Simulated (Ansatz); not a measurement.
Consider the hydrogenolysis of a C–F bond: `FCC=C(F)F` + H₂ → `F/C=C\CF` + H–F.

Gas-phase electronic energies from Ansatz, PBE0-D4/def2-TZVP geometries. CCSD(T)/CBS is the MP2 limit (def2-TZVPP, def2-QZVPP) plus CCSD(T) − MP2 in def2-TZVPP, frozen cores. This one scheme is used for every species. DFT in def2-TZVPP. One conformer a species, not always the lowest.

Question: Is it downhill or uphill in electronic energy at CCSD(T)/CBS, and by how much? (An estimate is asked.)

Answer: The calculation gave: Downhill: ΔE = -20.7 kcal/mol.

Question: What do these levels give: LDA (SPW92), revPBE-D4, BLYP-D4, r2SCAN-D4, B97M-V, ωB97M-V, PBE, PBE0, r2SCAN0, MP2/def2-SVP, SCS-MP2/def2-TZVPP, CCSD/def2-TZVPP? (Best estimate.)

Answer: The calculation gave: LDA (SPW92) -13.2, revPBE-D4 -15.5, BLYP-D4 -15.9, r2SCAN-D4 -14.7, B97M-V -15.4, ωB97M-V -16.8, PBE -15.6, PBE0 -17.3, r2SCAN0 -16.6, MP2/def2-SVP -15.3, SCS-MP2/def2-TZVPP -19.8, CCSD/def2-TZVPP -20.1 kcal/mol.

Largest T1 diagnostic among the species: 0.012.

From PBE to PBE0 (25 % exact exchange), in def2-TZVPP and without D4, ΔE moves by −1.7 kcal/mol. Leaving LDA and LC-ωPBE aside and taking each functional with its dispersion term where it has one, the values, not all of them listed here, spread over 4.0 kcal/mol, from PBE-QIDH to r2SCAN-D4. LDA lies +2.5 kcal/mol from PBE without D4.
